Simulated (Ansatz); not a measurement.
in.yaml

```yaml
crystal:
  periodic: [false, false, false]
  atoms:
    - {symbol: N, position_ang: [0.000000, 0.000000, 0.055493]}
    - {symbol: C, position_ang: [0.000000, 0.000000, -1.107975]}
    - {symbol: H, position_ang: [0.000000, 0.000000, 1.052482]}
basis:
  gaussian: {orbitals: def2-SVP}
magnetization: {spin_polarized: true, initial_magnetization: 0}
hamiltonian: {xc: hf}
output: {orbitals: {seedname: orbitals}}
```

```sh
$ ansatz run in.yaml --threads 1 --pin off --events-out ev --progress --plain --max-ram 2393MiB
```

Question: Roughly how long does this take on 1 thread of Arm Neoverse V1, shared host, and how much host memory?

Answer: 0.12 s wall and 0.06 GiB.

```
341 factors; integrals over basis functions are off by at most 1.3e-3 eV
mean field evaluation 1: about -2524.0115 eV, gradient 1.3e1 eV
mean field evaluation 2: about -2524.0133 eV, gradient 1.3e1 eV
mean field evaluation 4: about -2524.7992 eV, gradient 2.1e0 eV
mean field evaluation 8: about -2524.8203 eV, gradient 5.1e-5 eV
mean field -2524.82028656 eV, -92.7854341463 hartree, gradient 5.1e-5 eV, S^2 0.000000; 0 other end points of the search recorded, 0 dependent functions left out
reference -2524.82028656 eV, -92.7854341463 hartree; 7, 7 occupied and 26, 26 virtual orbitals, 341 factors
Total energy: -2524.82028656 eV, -92.7854341463 hartree
```
